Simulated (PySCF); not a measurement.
Species: C2H4Cl2.
Cartesian coordinates in Å at the PBE0-D3(BJ)/def2-SVP level; atoms count from 1:
```xyz
8
C2H4Cl2 angstrom
C     -0.757   -0.259   -0.157
C      0.630    0.176    0.237
Cl     1.857   -0.912   -0.465
Cl     0.929    1.863   -0.259
H     -0.872   -0.213   -1.249
H     -0.932   -1.291    0.178
H     -1.502    0.403    0.308
H      0.785    0.147    1.323
```

Computed at PBE0/pcSseg-1 (PySCF, non-relativistic), with Q(35Cl) = −0.0817 b: Cl3, 35Cl (I = 3/2): χzz = -77.96 MHz, η = 0.041.

(1) Find the zero-field quadrupole resonance frequencies of 35Cl at Cl3.

(2) Apply the simplest Townes–Dailey estimate (no s hybridisation, no π bonding), ionic character = 1 − χzz/χ0, where χ0 is the coupling for one missing p electron along the bond: −109.74 MHz for 35Cl.

Answers

(1) From ν = (|χ|/2)√(1 + η²/3): ν = 38.99 MHz (alkyl chlorine). For 37Cl the ratio of quadrupole moments, 0.7881, gives 30.73 MHz.

(2) Cl3 on C2: 1 − (-77.96)/(-109.74) = 0.29. In this model a purely covalent bond gives χ0 and a free halide ion gives zero; s hybridisation or π bonding, where present, is counted here as ionic character.

In a crystal, neighbours and librations shift these lines. Isolated species at its PBE0-D3(BJ)/def2-SVP geometry, gas phase. A larger basis could move these couplings by a tenth or more.
